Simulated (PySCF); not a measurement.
**Core-level binding energies of phosphorus pentafluoride**

Phosphorus pentafluoride, PF₅.
Structure used (PBE0-D3(BJ)/def2-SVP), in Å, numbered top down from 1:
```xyz
6
PF5 angstrom
F      1.5621    0.2218   -0.2081
P     -0.0008    0.0166    0.0200
F     -0.2284    1.5609   -0.1246
F      0.2881   -0.5995    1.4332
F     -0.0613   -0.9000   -1.2514
F     -1.5630   -0.1951    0.2480
```

Level of theory: delta-SCF UKS SCAN, pcX-2 on the ionised atom, pcseg-1 elsewhere, spin-free X2C in PySCF 2.14.0. These are vertical core ionisation energies against the vacuum level, from separate self-consistent calculations with and without the core hole.

Task: What binding energy does each computed site have?

Result: 
```json
{"atom(s)": "P2", "environment": "phosphorus bonded to 5 F", "level": "P 1s", "binding energy (eV)": "2159.11", "2p1/2 (eV)": "–", "above the level's lowest (eV)": "0.00", "count": "1"}
{"atom(s)": "F3/F4/F5", "environment": "phosphorus-bound fluorine", "level": "F 1s", "binding energy (eV)": "695.12", "2p1/2 (eV)": "–", "above the level's lowest (eV)": "+0.94", "count": "3"}
{"atom(s)": "F1/F6", "environment": "phosphorus-bound fluorine", "level": "F 1s", "binding energy (eV)": "694.18", "2p1/2 (eV)": "–", "above the level's lowest (eV)": "0.00", "count": "2"}
{"atom(s)": "P2", "environment": "phosphorus bonded to 5 F", "level": "P 2p3/2", "binding energy (eV)": "144.36", "2p1/2 (eV)": "145.26", "above the level's lowest (eV)": "0.00", "count": "1"}
```

The listed F 1s values span 0.94 eV, from F1/F6 (bonded to P) to F3/F4/F5 (bonded to P). Summing the Pauling electronegativity differences to the bonded atoms, each weighted by its formal bond order, gives -1.79 for the lowest site and -1.79 for the highest; the sum is the same at every site.

Task: Which photon energy gives electrons from P 2p3/2 of P2 a kinetic energy of 50 eV, and what is their de Broglie wavelength?

Result: hν = 144.36 + 50 = 194.36 eV, recoil neglected; λ = 12.264 Å/√(E/eV) = 1.73 Å.

Task: Which effective nuclear charge Zeff reproduces each element's mean 1s value in the hydrogen-like formula E = 13.606 eV × Zeff²?

Result: F (Z = 9): mean 694.7 eV, Zeff = 7.15, Z − Zeff = 1.85; P (Z = 15): mean 2159.1 eV, Zeff = 12.60, Z − Zeff = 2.40. Means run over the listed sites, weighted by atom count.

Atoms equivalent by their bonding share one computed value, that of the first of them. For 2p shells one spin-free hole was relaxed; a mean-field spin–orbit operator and the ground-state splitting of the three 2p orbitals were then diagonalised within the shell. The shell's mean is (2 × 2p3/2 + 2p1/2)/3, and the degeneracies 2j + 1 give areas of 2:1. 2p1/2 minus 2p3/2 (ligand field included): P 0.89 eV. Geometry: PBE0-D3(BJ)/def2-SVP; no solvent, vibrations or thermal averaging.

The run took 14 s on Arm Neoverse V2, one thread, shared host, and the process peaked at 0.52 GiB of memory.
